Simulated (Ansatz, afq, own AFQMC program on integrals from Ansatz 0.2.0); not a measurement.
CO, singlet: AFQMC among the cluster methods

```xyz
2

O     0.0000    0.0000    0.0000
C     0.0000    0.0000    0.9920
```

Basis 6-31G. Noble-gas cores (and the filled d shells of Ga–Kr and In–Xe) are frozen. AFQMC by an in-house program on the Cholesky factors that Ansatz 0.2.0 writes for its CCSD(T) run. The CISD trial takes its coefficients from CCSD amplitudes. Released means that phaseless walkers are propagated on without the constraint, phases kept. Uncertainties: one standard error, sampling alone.

Determinant: RHF, the one that the program's search chose, which needn't be the lowest solution. The geometry is a point of a scan.

Full CI on the same integrals is exact in this basis and with this determinant's frozen core.

The T1 diagnostic is 0.0142, the weight of the determinant in the CISD state is 0.930 and the size of the correlated space is 10 electrons in 16 orbitals.

Reference: full CI, correlation energy -5.275 eV. The released energy is read at 2.40 1/Eh (meV from the phaseless value at times in 1/Eh: -2 ± 3 at 0.24, -0.7 ± 2.5 at 0.51, -3 ± 3 at 0.99, -2.3 ± 2.2 at 1.62, -0.6 ± 2.1 at 2.40).

```
         level  E − E(reference) (kJ/mol)  share of correlation (%)
            HF                      509.0                      0.00
           MP2                       22.4                     95.61
          CCSD                       16.7                     96.71
       CCSD(T)                        2.4                     99.54
         CCSDT                        1.4                     99.72
      CCSDT(Q)                        0.0                    100.01
        CCSDTQ                        0.1                     99.98
 ph-AFQMC/CISD                  0.1 ± 0.5                     99.97
released AFQMC                  0.1 ± 0.2                     99.98
```

CCSDT and higher add their correlation energy to the determinant of the CCSD(T) run, since their own runs factorise the integrals more tightly (a shift of under 2 meV). A walk keeps the symmetry of its determinant, which the program's search chose and which needn't be the lowest solution, so a lower state of the same spin and another symmetry isn't excluded. Released energies are given only where the last usable release times agree within the noise; a slower fall can still hide under it.
